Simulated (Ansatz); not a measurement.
# C4H12N2: taking an electron away

The task here is to estimate one member of a computed series from the others.

Program: Ansatz 0.2.0, Gaussian basis. Level of theory: unrestricted cation, the program's frozen cores in correlated methods. These are calculated values, not measurements.

Plan: UKS PBE-D4/def2-TZVPP; UKS r2SCAN-D4/def2-TZVPP; UKS PBE0-D4/def2-TZVPP; UKS B3LYP-D4/def2-TZVPP; UKS wB97X-V/def2-TZVPP; UKS wB97M-V/def2-TZVPP; UKS B2PLYP/def2-TZVPP; UHF-CCSD(T)/def2-TZVPP; UHF-MP2/def2-QZVPP; extrapolation to the limit; then −ε(HOMO) from the neutral's earlier runs with LDA (SPW92), PBE-D4, revPBE-D4, BLYP-D4, r2SCAN-D4, B97M-V, PBE0-D4, B3LYP-D4, r2SCANh-D4, r2SCAN0-D4, HSE06-D4, BHLYP-D4, CAM-B3LYP-D4, LC-ωPBE, ωB97X-V, ωB97M-V.

## The geometry

The geometry comes from an earlier relaxation with PBE0-D4 in a triple-zeta def2 set; it is a stationary point, not always the lowest conformer.

SMILES `CC(C)(C)NN`, 18 atoms, charge 0, spin multiplicity 1.

Atoms are counted from 1 here; the program's logs count them from 0.

Bond lengths: C1–C2 1.529 Å, C1–H7 1.095 Å, C1–H8 1.092 Å, C1–H9 1.093 Å, C2–C3 1.521 Å, C2–C4 1.521 Å, C2–N5 1.468 Å, C3–H10 1.092 Å, C3–H11 1.092 Å, C3–H12 1.095 Å, C4–H13 1.092 Å, C4–H14 1.091 Å, C4–H15 1.093 Å, N5–N6 1.410 Å, N5–H16 1.016 Å, N6–H17 1.010 Å, N6–H18 1.015 Å. Angles: C2–C1–H7 110.8°, C2–C1–H8 110.6°, C2–C1–H9 111.1°, H7–C1–H8 108.6°, H7–C1–H9 107.7°, H8–C1–H9 107.8°, C1–C2–C3 110.0°, C1–C2–C4 110.0°, C1–C2–N5 112.2°, C3–C2–C4 110.2°, C3–C2–N5 105.9°, C4–C2–N5 108.4°, C2–C3–H10 110.4°, C2–C3–H11 110.6°, C2–C3–H12 111.2°, H10–C3–H11 108.6°, H10–C3–H12 108.3°, H11–C3–H12 107.6° and more.

The first run:

in.yaml

```yaml
crystal:
  periodic: [false, false, false]
  atoms:
    - {symbol: C, position_ang: [-0.495999, -1.392898, -0.009107]}
    - {symbol: C, position_ang: [0.241674, -0.057132, -0.101997]}
    - {symbol: C, position_ang: [1.720150, -0.258556, 0.194661]}
    - {symbol: C, position_ang: [0.060122, 0.543629, -1.487905]}
    - {symbol: N, position_ang: [-0.238252, 0.912543, 0.890196]}
    - {symbol: N, position_ang: [-1.630413, 1.125873, 0.822689]}
    - {symbol: H, position_ang: [-0.379861, -1.833744, 0.986600]}
    - {symbol: H, position_ang: [-1.561244, -1.258814, -0.209293]}
    - {symbol: H, position_ang: [-0.106718, -2.108421, -0.737661]}
    - {symbol: H, position_ang: [2.251384, 0.694405, 0.149250]}
    - {symbol: H, position_ang: [2.167659, -0.942390, -0.529276]}
    - {symbol: H, position_ang: [1.868429, -0.687413, 1.191325]}
    - {symbol: H, position_ang: [0.627087, 1.473056, -1.574042]}
    - {symbol: H, position_ang: [-0.993131, 0.765511, -1.665279]}
    - {symbol: H, position_ang: [0.406074, -0.151061, -2.257051]}
    - {symbol: H, position_ang: [0.042970, 0.597410, 1.814379]}
    - {symbol: H, position_ang: [-1.824831, 2.078134, 1.097657]}
    - {symbol: H, position_ang: [-2.155081, 0.499877, 1.424865]}
basis:
  gaussian: {orbitals: def2-TZVPP}
total_charge: 1
magnetization: {spin_polarized: true, initial_magnetization: 1}
hamiltonian: {xc: pbe, dispersion: d4}
```

Started as:

```console
$ ansatz run in.yaml --threads 2 --pin off --events-out ev --progress --plain --max-ram 22528MiB --backend cuda --devices 0, --max-vram 18GiB
```

Among the steps run: Cation, UKS PBE-D4/def2-TZVPP; Cation, UKS r2SCAN-D4/def2-TZVPP; Cation, UKS PBE0-D4/def2-TZVPP; Cation, UKS B3LYP-D4/def2-TZVPP; Cation, UKS wB97X-V/def2-TZVPP; Cation, UKS wB97M-V/def2-TZVPP; Cation, UKS B2PLYP (frozen core)/def2-TZVPP; Cation, UHF-CCSD(T)/def2-TZVPP; Cation, UHF-MP2/def2-QZVPP.

One of the session's tables, all rows but one given; the rest of the session is left out.

It belongs to the step «Ionisation energies side by side». Orbital estimates, from the neutral's runs:

```
  functional  −ε(HOMO) (eV)
 LDA (SPW92)           5.27
      PBE-D4           5.14
   revPBE-D4           5.08
     BLYP-D4           5.05
   r2SCAN-D4           5.42
      B97M-V           5.61
     PBE0-D4           6.60
    B3LYP-D4           6.38
  r2SCANh-D4           5.97
  r2SCAN0-D4           6.80
    HSE06-D4           6.19
    BHLYP-D4           8.02
CAM-B3LYP-D4              ?
     LC-ωPBE           9.41
     ωB97X-V           9.08
     ωB97M-V           9.01
```

Estimate the missing values for CAM-B3LYP-D4.

**Answer.** −ε(HOMO) (eV): 8.06. In the column «−ε(HOMO) (eV)» it lies between BHLYP-D4 (8.02) and ωB97M-V (9.01).
